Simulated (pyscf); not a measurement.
`[GaH]` [singlet] + `[OH][SiH3]` -> `[SiH3][O][Ga]` [singlet] + `[H][H]`, a four-centre exchange (singlet surface; Ga–H, H–O broken, Ga–O, H–H formed). Single points on ωB97X-D3(BJ)/def2-SVP structures (PySCF, gas phase). Energies in eV from the separated reactants.

AM1 to PM7: differences of heats of formation from MOPAC, which are fitted to 298 K values and so differ in kind from electronic energies by zero-point and thermal terms. 

Problem. Quick AM1 single points give ΔE‡ = 0.77 eV and ΔE = +1.03 eV. What does ωB97M-D3(BJ)/def2-TZVP give, and how far is the quick result from it?

Solution. ωB97M-D3(BJ)/def2-TZVP gives ΔE‡ = -0.03 eV and ΔE = -1.52 eV. AM1 lies 0.80 eV over it in the barrier and 2.55 eV over it in the reaction energy, so on this step it does not hold to within 0.13 eV. ωB97M-D3(BJ)/def2-TZVP has limits of its own. On the reactant side the descent ends in a bound adduct, 0.43 eV under the separated species and 0.33 eV under the saddle at ωB97X-D3(BJ)/def2-TZVP. At ωB97M-D3(BJ) the saddle lies under the separated reactants, which points to a path from their complex (located at ωB97X-D3(BJ) alone). At the saddle there is also a short Ga–H contact that neither side keeps. This is the saddle that the search found; another between the same sides may lie lower. In the def2 sets elements up to Kr have no core potential.
